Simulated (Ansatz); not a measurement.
Relaxation of BH4 (5 atoms, charge 0, multiplicity 2), to a largest force component of 0.03 eV/Å in at most 50 steps.

Computed with UKS PBE/def2-TZVP in Ansatz.

```xyz
5
Properties=species:S:1:pos:R:3
B 0.000 0.000 -0.083
H 0.000 0.000 1.114
H 1.041 0.000 -0.680
H -1.041 0.000 -0.680
H 0.000 0.000 2.979
```

Where does it end, and by what steps?

It converged. The force dipped under the threshold on the way, but the program's further checks kept it going. After 9 steps the energy has fallen by 0.053 eV; H5 moved furthest, 1.06 Å.

```
step  energy less start (eV)  largest force component (eV/Å)  accepted
   0                  0.0000                           0.205       yes
   1                 -0.0079                           0.121       yes
   2                 -0.0305                           0.091       yes
   3                 -0.0426                           0.035       yes
   4                 -0.0465                           0.024       yes
   5                 -0.0506                           0.030       yes
   6                 -0.0472                           0.336        no
   7                 -0.0516                           0.044       yes
   8                 -0.0523                           0.015       yes
   9                 -0.0527                           0.012       yes
```

```xyz
5
Properties=species:S:1:pos:R:3
B 0.000 -0.001 -0.348
H 0.000 -0.002 0.851
H 1.039 0.001 -0.947
H -1.039 0.001 -0.947
H 0.000 0.001 4.040
```

Whether the end is a true minimum wasn't checked by a vibrational analysis.

Run time: 9.5 s on 1 thread of Arm Neoverse V1, on a shared host, peak memory 0.096 GiB.
